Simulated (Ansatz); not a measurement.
Molecule: SO, net charge 0, triplet state. SMILES: O=S
Geometry: optimised at B3LYP-D3(BJ)/def2-TZVP (Ansatz, a quantum-chemistry and plane-wave program).

Computed values are from Ansatz. Valence correlation only, unless marked. UHF or UKS for open shells. No spin-orbit coupling. No relativistic terms. Basis-set limits of correlation are two-point, X^-3; Hartree-Fock from the larger set (for Q and 5 zeta extrapolated as (X+1)exp(-9√X)).

**Question.** What is the T1 diagnostic at CCSD/cc-pV(5+d)Z?

**Answer.** 0.021.

**Question.** What is the vertical electron affinity (to the doublet; negative means unbound) at CCSD(T)/CBS(aug-cc-pV(T+d)Z,aug-cc-pV(Q+d)Z)?

**Answer.** 1.00 eV.

**Question.** What is the dipole moment at CCSD(T)/aug-cc-pV(D+d)Z?

**Answer.** 1.58 D.

**Question.** What is the atomisation energy De at CCSD(T)/CBS(cc-pV(Q+d)Z,cc-pV(5+d)Z)?

**Answer.** 525.1 kJ/mol.

**Question.** What is the total energy at CCSD(T)/CBS(cc-pV(Q+d)Z,cc-pV(5+d)Z)?

**Answer.** -472.8811 Eh.
